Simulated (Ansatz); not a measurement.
**B₂H₂ (singlet): the correlation ladder at distance B1–H3 = 1.399 Å, 6-31G**

An exercise on one series of results from a longer session: the logs are not shown, and one member is left open.

Computed with Ansatz 0.2.0, Gaussian basis. Level: 6-31G, core rule «outside noble gas», up to 2 orbitals frozen.

Plan: UHF; CCSD(T) on RHF; CCSD(T) on UHF; BCCD(T) on RHF; CISD; CCSDT(Q) on RHF; CCSDT(Q) on UHF; CISDTQ; CCSDTQ on RHF; CASSCF and MRCISD+Q, 2 electrons in 2 orbitals; CASSCF and NEVPT2, 2 electrons in 2 orbitals; CASSCF and MRCISD+Q, 8 electrons in 10 orbitals; CASSCF and NEVPT4(SD), 8 electrons in 10 orbitals; CASSCF and NEVPT2, 8 electrons in 10 orbitals; Full CI.

15 further runs of the same task are left out: 10 that didn't finish, 5 set aside as unsound or not needed.

## What is computed

The geometry derives from a PBE0/def2-TZVP stationary point (not a proven minimum). One bond is set to the value named and the two fragments are kept rigid.

4 atoms, charge 0, spin multiplicity 1.

Atoms are counted from 1 here; the program's logs count them from 0.

Bond lengths: B1–B2 1.525 Å, B1–H3 1.399 Å, B2–H4 1.176 Å. Angles: B2–B1–H3 180.0°, B1–B2–H4 180.0°.

Geometry (Å):

```mol
B2H2
  3D, bonds by distance, orders not assigned

  4  3  0  0  0  0  0  0  0  0999 V2000
    0.0000    0.0000    0.7067 B   0  0
    0.0000    0.0000   -0.8183 B   0  0
    0.0000    0.0000    2.1057 H   0  0
    0.0000    0.0000   -1.9941 H   0  0
  1  2  8  0
  1  3  8  0
  2  4  8  0
M  END
```

Set-up of the first run:

File in.yaml:

```yaml
crystal:
  periodic: [false, false, false]
  atoms:
    - {symbol: B, position_ang: [0.000000, 0.000000, 0.706703]}
    - {symbol: B, position_ang: [0.000000, 0.000000, -0.818336]}
    - {symbol: H, position_ang: [0.000000, 0.000000, 2.105703]}
    - {symbol: H, position_ang: [0.000000, 0.000000, -1.994070]}
basis:
  gaussian: {orbitals: 6-31G}
magnetization: {spin_polarized: true, initial_magnetization: 0}
hamiltonian: {xc: hf}
output: {orbitals: {seedname: orbitals}}
```

Launch:

```bash
$ ansatz run in.yaml --threads 1 --pin off --events-out ev --progress --plain --max-ram 2393MiB
```

Steps of the session up to this table: UHF; CCSD(T) on RHF; CCSD(T) on UHF; BCCD(T) on RHF; CISD; CCSDT(Q) on RHF; CCSDT(Q) on UHF; CISDTQ; CCSDTQ on RHF; CASSCF and MRCISD+Q, 2 electrons in 2 orbitals; CASSCF and NEVPT2, 2 electrons in 2 orbitals; CASSCF and MRCISD+Q, 8 electrons in 10 orbitals; CASSCF and NEVPT4(SD), 8 electrons in 10 orbitals; CASSCF and NEVPT2, 8 electrons in 10 orbitals; Full CI.

One of the session's tables, all rows but one given; the rest of the session is left out.

It belongs to the step «Misses and costs». 

| method | from FCI (kJ/mol) |
| --- | --- |
| RHF | +346.2 |
| RMP2 | +101.6 |
| CISD | ? |
| RCCSD | +21.8 |
| RCCSD(T) | +12.5 |
| BCCD(T) | +12.5 |
| RCCSDT | +3.0 |
| CISDTQ | +4.5 |
| RCCSDT(Q) | -0.3 |
| RCCSDTQ | +0.1 |
| CASSCF valence | +74.2 |
| NEVPT2 valence | +21.7 |
| NEVPT4(SD) valence | +3.3 |
| MRCISD valence | +1.7 |
| MRCISD+Q valence | +0.5 |
| FCI | 0 |

Estimate the missing values for CISD.

As computed: from FCI (kJ/mol): +41.3. In the column «from FCI (kJ/mol)» it lies between RCCSD (+21.8) and CASSCF valence (+74.2).

Not comparable, so not listed: CASSCF and MRCISD+Q, 2 electrons in 2 orbitals (they don't share determinant, frozen orbitals or solution with the rows shown, or repeat one).

Limits of these values: The report flags that the cluster equations may have other roots. Left out of the table: CASSCF pair, NEVPT2 pair (the active space lost an orbital or holds another state than full CI finds). Left out of the table: UHF, UMP2, UCCSD, UCCSD(T), UCCSDT, UCCSDT(Q) (another determinant or state than the rows shown). The program flags RCCSDT(Q), RCCSDTQ as in doubt, so those rows may rest on another solution; read them beside their warnings. RCCSDT(Q) falls below full CI, which methods that aren't variational can do. Warnings in the runs' records: passed over end.
